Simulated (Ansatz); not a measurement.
# B₂HF (triplet): the correlation ladder, cc-pVDZ

The task here is to estimate one member of a computed series from the others.

Method: cc-pVDZ, core rule «outside noble gas», up to 3 orbitals frozen; program: Ansatz 0.2.0, Gaussian basis.

The runs, in order: UHF; CCSD(T) on ROHF; CCSD(T) on UHF; BCCD(T) on ROHF; CISD; CCSDT(Q) on ROHF; CCSDT(Q) on UHF; CASSCF and NEVPT2, 10 electrons in 10 orbitals.

28 further runs of the same task are left out: 12 that didn't finish, 16 set aside as unsound or not needed.

**What is computed**

The geometry is a PBE0/def2-TZVP stationary point (not a proven minimum).

4 atoms, charge 0, spin multiplicity 3.

Atoms are counted from 1 here; the program's logs count them from 0.

Bond lengths: B1–B2 1.633 Å, B2–F3 1.328 Å, B2–H4 1.205 Å. Angles: B1–B2–F3 125.5°, B1–B2–H4 114.3°, F3–B2–H4 120.2°.

The first run:

in.yaml reads:

```yaml
crystal:
  periodic: [false, false, false]
  atoms:
    - {symbol: B, position_ang: [0.000000, -0.285996, 1.615495]}
    - {symbol: B, position_ang: [0.000000, 0.444539, 0.154784]}
    - {symbol: F, position_ang: [0.000000, -0.177695, -1.018097]}
    - {symbol: H, position_ang: [0.000000, 1.648828, 0.202133]}
basis:
  gaussian: {orbitals: cc-pVDZ}
magnetization: {spin_polarized: true, initial_magnetization: 2}
hamiltonian: {xc: hf}
output: {orbitals: {seedname: orbitals}}
```

Command:

```bash
> ansatz run in.yaml --threads 1 --pin off --events-out ev --progress --plain --max-ram 2393MiB
```

Steps of the session up to this table: UHF; CCSD(T) on ROHF; CCSD(T) on UHF; BCCD(T) on ROHF; CISD; CCSDT(Q) on ROHF; CCSDT(Q) on UHF; CASSCF and NEVPT2, 10 electrons in 10 orbitals.

One of the session's tables, all rows but one given; the rest of the session is left out.

```
   method  from UCCSDT(Q) (kJ/mol)
     ROHF                   +882.7
      UHF                   +878.5
     RMP2                        ?
     UMP2                    +94.1
     CISD                    +93.9
    RCCSD                    +25.0
    UCCSD                    +24.8
 RCCSD(T)                     +4.9
 UCCSD(T)                     +4.8
  BCCD(T)                     +4.3
   RCCSDT                     +1.7
   UCCSDT                     +1.7
RCCSDT(Q)                     +0.3
UCCSDT(Q)                        0
```

Q: Estimate the row for RMP2 from the others.

**Answer.** from UCCSDT(Q) (kJ/mol): +94.9. In the column «from UCCSDT(Q) (kJ/mol)» it lies between UMP2 (+94.1) and UHF (+878.5).

Left out of the table: CASSCF frontier, NEVPT2 frontier (the active space lost an orbital or holds another state than full CI finds).

Limits of these values: Restricted and unrestricted rows rest on different reference determinants; where their highest levels disagree by more than a few hundredths of an eV, they describe different states and don't form one ladder. Warnings in the runs' records: passed over end.
